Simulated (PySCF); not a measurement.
Molecule: SMILES O=C(O)/C=C/F, C₃H₃FO₂.

Atom-mapped SMILES (the numbers label the heavy atoms): `[O:1]=[C:2]([OH:3])/[CH:4]=[CH:5]/[F:6]`. Each H is labelled by its parent atom.

Geometry PBE0-D3(BJ)/def2-SVP throughout; GIAO in PySCF 2.14.0 with density-fitted response routines, gas phase, one conformer, non-relativistic; equivalent atoms averaged; basis pcSseg-2.

For orientation, WP04 gives these absolute shieldings σ: O1 -66.8, O3 109.7, C5 -8.6, C2 -3.2, C4 59.6, F6 275.0, H(C5) 23.84, H(O3) 25.65, H(C4) 25.85 ppm.

A run gave: O1 -41.5, O3 111.1, C5 3.9, C2 12.3, C4 72.8, F6 257.7, H(C5) 23.43, H(O3) 25.84, H(C4) 25.58 ppm (absolute shieldings σ).

Which functional was used in that run?
A. B97-D
B. KT2
C. mPW1PW91
D. PBE
E. B97-2

Answers

A. O1 tells them apart best: B97-D gives -41.5, B97-2 gives -47.6, PBE gives -54.3, mPW1PW91 gives -57.1, KT2 gives -33.3 ppm.
